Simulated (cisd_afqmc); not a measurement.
Input (AFQMC/CISD/cc-pV(T+d)Z; cisd_afqmc is a phaseless AFQMC code with CISD trial states that reads the integrals written by Ansatz): A basis named .json is the Basis Set Exchange file of that set.

Ansatz 0.2 input:
```python
import cisd_afqmc

open("ham.yaml", "w").write("""\
crystal:
  periodic: [false, false, false]
  atoms:
    - {symbol: P, position_ang: [0.00293147, 0.00160888, 0.12817703]}
    - {symbol: H, position_ang: [-0.00384980, 1.18388197, -0.65609339]}
    - {symbol: H, position_ang: [1.01199153, -0.61366513, -0.65676338]}
    - {symbol: H, position_ang: [-1.05211381, -0.59435001, -0.60979872]}
basis:
  gaussian:
    orbitals: cc-pV_T+d_Z.json
magnetization: {spin_polarized: false}
correlation: {method: ccsd, electrons: outside_noble_gas, hamiltonian_folder: ham}
""")
rep = cisd_afqmc.ansatz("ham.yaml")
e_ccsd = rep["correlation"]["coupled_cluster"]["energy"]["hartree"]
out = cisd_afqmc.run("ham", e_ccsd, trial="CISD", walkers=2000, populations=1, threads=12, dt=0.005, steps=40, early=24, settle=10, least=100,
    cut=5e-5, rank_cut=2e-4, target=0.0004, seconds=1000, seed=4, memory=62639, gpu=True)
```

Output:

```
orbitals 76, occupied [4], factors 391 of 455, rank of the doubles 116 of 288
E(HF) = -342.489954
E(CCSD) on the cut factors = -342.688482, shift to the whole factors -0.000010
Energy of the trial state on the determinant = -342.688419
  tau behind 7.2 of longer steps, mean of the populations' last blocks
   2.0  -342.69611
   4.0  -342.69689
   6.0  -342.69621
   8.0  -342.69602
  10.0  -342.69619
  12.0  -342.69673
  14.0  -342.69558
  16.0  -342.69639
  18.0  -342.69644
  20.0  -342.69612
  22.0  -342.69600
blocks 100 (0 outliers left out), error by blocks joined: 1: 0.00005, 2: 0.00007, 4: 0.00009, 8: 0.00012
E(AFQMC/CISD) = -342.69626 +/- 0.00012
```

The error still grows at the longest joins of blocks, or few joins were possible, so the printed bar may be too narrow.
